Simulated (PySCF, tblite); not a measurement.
Calculations on `CCN1[CH]C=C1` [radical], in the order of a workflow; each names the level of the geometry that it ran on. Settings lines and outputs come from a driver script.

C5H8N (doublet state).
Atom-mapped SMILES: `[CH3:1][CH2:2][N:3]1[CH:4][CH:5]=[CH:6]1` (hydrogens: H7, H8, H9 on C1; H10, H11 on C2; H12 on C4; H13 on C5; H14 on C6)

Step 1: GFN2-xTB geometry optimisation, gas phase (tblite 0.8.0) (from a force-field or distance-geometry start)
```json
{"job": {"kind": "relax", "xc": "GFN2-xTB", "basis": "xTB"}, "charge": 0, "multiplicity": 2}
```
```
step      E/eV     max force
  0    -477.40463    3.409
  1    -477.67181    2.025
  2    -477.81553    1.164
...
 58    -478.37468    0.017
 59    -478.37472    0.020
 60    -478.37475    0.017
 61    -478.37477    0.011
 62    -478.37478    0.007
```

Energy lowered by 22.4 kcal/mol over 62 steps; largest atomic force 0.007 eV/Å at the end. «max force» is the largest atomic force in eV/Å.

Step 2: GFN2-xTB harmonic vibrations, gas phase (tblite 0.8.0) (on the GFN2-xTB geometry)
```json
{"job": {"kind": "ir", "xc": "GFN2-xTB", "basis": "xTB"}, "charge": 0, "multiplicity": 2}
```
```
(table of modes left out)
```

36 modes from 61 to 3190 cm⁻¹ (unscaled, harmonic); zero-point energy 70.9 kcal/mol; all wavenumbers are real at this level.

Step 3: UKS B3LYP, pcH-1 on C H N, non-relativistic, mean-field spin-orbit, GIAO (PySCF 2.14.0) (on the GFN2-xTB geometry)
```json
{"job": {"kind": "epr", "basis": "pcH-1"}, "charge": 0, "multiplicity": 2}
```
```
...
E = -249.99192453 Eh   <S^2> = 0.7739 (exact 0.7500)
g shifts (ppm)      1          2          3
  rmc          -147       -147       -147
  gc              1         41         38
  oz_so         -17        476        504
  total        -163        371        396
hyperfine (MHz)  atom isotope    a_iso     a_fc   dipolar eigenvalues
    0   13C       0.04       0.04     -1.07      0.29      0.78
    1   13C       4.97       4.97     -1.32     -0.74      2.07
    2   14N      -5.42      -5.42     -1.40      0.15      1.25
    3   13C      70.14      70.14    -55.49    -53.44    108.93
    4   13C     -46.06     -46.06    -26.12     11.26     14.86
    5   13C      70.00      70.00    -55.30    -53.21    108.51
    6    1H      -0.80      -0.80     -1.47     -1.01      2.48
    7    1H       1.45       1.45     -3.39     -1.64      5.03
    8    1H       1.57       1.57     -3.33     -1.60      4.93
    9    1H      -0.86      -0.86     -2.31     -1.98      4.29
   10    1H      -0.89      -0.89     -2.30     -1.98      4.28
   11    1H     -46.70     -46.70    -27.32     -0.28     27.60
   12    1H       9.68       9.68     -4.26      0.57      3.69
   13    1H     -46.62     -46.62    -27.22     -0.29     27.51
```

⟨S²⟩ 0.774; g_iso 2.0025. rmc, gc and oz_so are the mass-correction, gauge-correction and orbital-Zeeman/spin–orbit parts of the g shift along its three principal axes; a_iso is the isotropic hyperfine coupling and a_fc its Fermi-contact part. The log counts atoms from 0, this text from 1.

Task: Which step took the most CPU time, and about what did each take on one thread of an Arm Neoverse V2 (shared host)?

Result: Step 3, about 99 % of the total. CPU time by step: 1: 0.23 s, 2: 0.25 s, 3: 43 s.

Geometry of the electronic-property runs (GFN2-xTB):
```
atom  x, y, z in Å
C1     1.594    0.572    0.348
C2     0.948   -0.811    0.228
N3    -0.469   -0.771   -0.029
C4    -1.421   -0.100    0.794
C5    -2.057    0.469   -0.312
C6    -1.073   -0.087   -1.129
H7     2.662    0.477    0.525
H8     1.439    1.140   -0.568
H9     1.149    1.125    1.173
H10    1.097   -1.372    1.155
H11    1.414   -1.368   -0.591
H12   -1.520   -0.150    1.858
H13   -2.972    0.997   -0.473
H14   -0.789   -0.123   -2.160
```

 (This holds for the electronic-property runs.)

One conformer stands for the species.
